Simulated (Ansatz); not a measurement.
Results of BLYP (Ansatz, a quantum-chemistry and plane-wave program, plane waves, PAW) for hcp Ti.

Run with plane-wave cutoff 520 eV, 24×24×12 k mesh (along the axes of the cell as run), Fermi–Dirac smearing 0.05 eV, no spin polarisation, scalar-relativistic PAW data made under PBE.

Starting structure:

```
Ti
1.0
    2.95000     0.00000     0.00000
   -1.47500     2.55477     0.00000
    0.00000     0.00000     4.68000
Ti
2
Direct
  0.66667   0.33333   0.75000
  0.33333   0.66667   0.25000
```

Problem. Into what structure does the relaxation of cell and atoms lead at this level, with the symmetry of the start kept?

Solution. The volume goes up by 0.9 %; final space group P6_3/mmc.
```
Ti
1.0
    2.96197     0.00000     0.00000
   -1.48099     2.56514     0.00000
    0.00000     0.00000     4.68283
Ti
2
Direct
  0.66667   0.33333   0.75000
  0.33333   0.66667   0.25000
```
